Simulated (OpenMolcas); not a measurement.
**[BH3]− (SMILES [BH3-]): UHF/3-21G**

Aim: the energy of [BH3]−. 

Program for the calculation: OpenMolcas 26.06.

1 further run of the same task is left out (set aside as unsound or not needed).

### 1 Starting point

The species is [BH3]− (4 atoms), meant as a doublet with charge -1. SMILES: `[BH3-]`. The B1–H3 distance was set to 2.507 Å, away from the relaxed value. At this shape a bond of the SMILES string is far longer than usual.

Bond lengths: B1–H2 1.254 Å, B1–H4 1.254 Å. Angles: H2–B1–H4 111.5°.

### 2 The energy at UHF/3-21G

mol.xyz reads:

```xyz
4

B      0.580105     1.086458    -0.586002
H      1.346755     1.576348     0.276288
H     -0.279230    -1.161080     0.118390
H     -0.358595     1.869648    -0.865282
```

run.inp reads:

```
* BH3 Hartree-Fock

&GATEWAY
  BasLib = $CurrDir
  Coord = mol.xyz
  Basis = 3-21G
  Group = NoSym

&SEWARD

&SCF
  UHF
  Charge = -1
  Spin = 2
  Thresholds = 1e-10 1e-07 1e-07 1e-05
  PrOrbitals = 1 1
```

The basis set 3-21G is read from a file made from the Basis Set Exchange's data (not shown).

The run is started by

```console
export MOLCAS_MEM=1860
pymolcas run.inp > run.log
```

What it wrote:

```text
--- Start Module: gateway ---
[...]
--- Stop Module: gateway /rc=_RC_ALL_IS_WELL_ ---
--- Start Module: seward ---
[...]
      Basis functions           15
--- Stop Module: seward /rc=_RC_ALL_IS_WELL_ ---
[...]
--- Start Module: scf ---
[...]
       Convergence after  24 Iterations
[...]
::    Total SCF energy                                -26.0707841099
[...]
      Total spin, S                                     0.5050362187
[...]
      Total electronic charge=    9.000000
      Total            charge=   -1.000000
[...]
      Dipole Moment (debye):
      Origin of the operator (angstrom)=    0.5060    1.0165   -0.4935
                   X=  1.6586E+00               Y=  4.9320E+00               Z= -1.2049E+00           Total=  5.3411E+00
      Center of Charge (angstrom)
[...]
--- Stop Module: scf /rc=_RC_ALL_IS_WELL_ ---
[...]
```

It took 3.3 s on 1 thread of Arm Neoverse N1, shared host; peak memory 0.37 GiB.

### 3 Results

At UHF/3-21G:

```
                          quantity         value
                      total energy  -26.07078 Eh
HOMO energy (highest over α and β)      -0.91 eV
 LUMO energy (lowest over α and β)       9.09 eV
                              ⟨S²⟩         0.760
```

In words: The run may have ended on a state above the lowest. Mulliken charges run from -0.53 on H3 to -0.16 on B1; they depend strongly on the basis.
